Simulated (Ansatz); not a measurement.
# Two structures, one formula

Two relaxed structures of CH2NS (charge +1), closed shell (PBE0-D4/def2-TZVP; forces vanish, vibrations not checked).

A:

```xyz
5
angstrom
N 0.0654 -0.1782 0.0620
C -0.8624 -0.8184 -0.1155
S 1.4839 0.5949 0.3789
H -1.7445 -1.4149 -0.2869
H 1.0148 1.7888 -0.0471
```

B:

| atom | x (Å) | y (Å) | z (Å) |
| --- | --- | --- | --- |
| N1 | -0.8630 | -0.8188 | -0.1157 |
| C2 | 0.0795 | -0.1972 | 0.0710 |
| S3 | 1.4955 | 0.5993 | 0.3820 |
| H4 | -1.6972 | -1.3599 | -0.2827 |
| H5 | 0.9851 | 1.7766 | -0.0546 |

Computed with Ansatz 0.2.0 (basis: def2-TZVPP); correlated methods freeze the cores. B3LYP uses VWN-RPA correlation.

Which structure is lower at CCSD(T), and by how much? (Judge from chemistry; the value comes from the calculation.)

The calculation gives: B, by 19.12 kcal/mol (electronic energy, against the other). By their contacts, A is CH₂NS ([CH][N][SH]), total charge +1 and B is CH₂NS ([NH][C][SH]), total charge +1.

All methods give the same order:

```
   method  E(B) − E(A) (kcal/mol)
   PBE-D4                  -20.06
r2SCAN-D4                  -21.07
  PBE0-D4                  -20.58
 B3LYP-D4                  -18.87
  wB97M-V                  -19.80
       HF                  -18.13
      MP2                  -20.11
     CCSD                  -18.75
  CCSD(T)                  -19.12
```

T1 diagnostic: at most 0.017.

Labels in which every atom is bracketed show which atoms are joined, not bond orders.

For scale, one of the runs: CCSD(T)/def2-TZVPP, 132 basis functions, launched by `ansatz run in.yaml --threads 2 --pin off --events-out ev --progress --plain --max-ram 4352MiB`. Hardware: 2 CPU threads of an Arm Neoverse V2, shared host. Wall time 6 s; peak host memory 0.64 GiB.
